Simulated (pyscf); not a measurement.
Single points on ωB97X-D3(BJ)/def2-SVP structures (PySCF, gas phase).

Question: PBE/def2-TZVP puts the barrier of H₃C–GaH–CH₃ + HCl → H₃C–Ga(CH₃)–Cl + H₂ (four-centre exchange; singlet surface; Ga–H, Cl–H broken, Cl–Ga, H–H formed) at -16.8 kJ/mol and the reaction energy at -124.0 kJ/mol, from the separated reactants. What do B3LYP-D3(BJ)/def2-TZVP, M06-2X/def2-TZVP, ωB97M-D3(BJ)/def2-TZVP give on the same structures?

Answer: B3LYP-D3(BJ): ΔE‡ = -3.7 kJ/mol, ΔE = -129.5 kJ/mol; M06-2X: ΔE‡ = -5.7 kJ/mol, ΔE = -143.9 kJ/mol; ωB97M-D3(BJ): ΔE‡ = 6.8 kJ/mol, ΔE = -123.1 kJ/mol. PBE's barrier lies under all of them, by 11.0 to 23.5 kJ/mol. Its reaction energy matches one of them and lies within 19.9 kJ/mol of the others. Low barriers are usual for a GGA, whose delocalisation error favours stretched bonds. On the reactant side the descent ends in a complex, 27.7 kJ/mol under the separated species and 23.8 kJ/mol under the saddle at ωB97X-D3(BJ)/def2-TZVP. At PBE, B3LYP-D3(BJ), M06-2X the saddle lies under the separated reactants, which points to a path from their complex (located at ωB97X-D3(BJ) alone). At ωB97X-D3(BJ) the barrier from the zero used here is -3.8 kJ/mol. This is the saddle that the search found; another between the same sides may lie lower. Elements up to Kr have no core potential and no relativistic terms here.
